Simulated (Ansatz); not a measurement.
Which is lower?

Two relaxed structures of CH5BN (charge -1), closed shell (PBE0-D4/def2-TZVPD; forces vanish, vibrations not checked).

A:

B1  (-0.329, 1.277, -0.702)
N2  (0.372, 0.565, 0.466)
C3  (0.169, -0.649, 0.700)
H4  (-1.080, 0.502, -1.333)
H5  (0.531, 1.739, -1.463)
H6  (0.669, -1.168, 1.537)
H7  (-0.985, 2.226, -0.257)
H8  (-0.516, -1.278, 0.092)
(Å)

B:

```tsv
atom	x (Å)	y (Å)	z (Å)
B1	-0.3222	1.0586	-0.7840
N2	0.3924	0.6238	0.2878
C3	0.3245	-0.7450	0.6776
H4	-1.0495	0.3021	-1.4562
H5	-0.2889	2.2311	-1.1503
H6	-0.0353	-0.8646	1.7175
H7	1.3189	-1.2310	0.6665
H8	-0.3399	-1.3751	0.0411
```

Program: Ansatz 0.2.0. Basis: def2-TZVPPD. Cores are frozen in the correlated methods. B3LYP uses VWN-RPA correlation.

(1) Which structure is lower at CCSD(T), and by how much? (An estimate is asked for; the value comes from the calculation.)

No T1 diagnostic of these runs exceeds 0.016.

## Answers

(1) By the calculation: B, by 0.139 eV (electronic energy, against the other). By their contacts, A is CH₅BN ([BH3][N][CH2]), total charge -1 and B is CH₅BN ([BH2][N][CH3]), total charge -1.

All methods give the same order:

```csv
method,E(B) − E(A) (eV)
PBE-D4,-0.140
r2SCAN-D4,-0.152
PBE0-D4,-0.167
B3LYP-D4,-0.137
wB97M-V,-0.149
HF,-0.112
MP2,-0.232
CCSD,-0.141
CCSD(T),-0.139
```

Labels in which every atom is bracketed show which atoms are joined, not bond orders.

For scale, one of the runs: CCSD(T)/def2-TZVPPD, 196 basis functions, launched by `ansatz run in.yaml --threads 2 --pin off --events-out ev --progress --plain --max-ram 4352MiB`. Hardware: 2 CPU threads of an Arm Neoverse V2, shared host. Wall time 45 s; peak host memory 2.4 GiB.
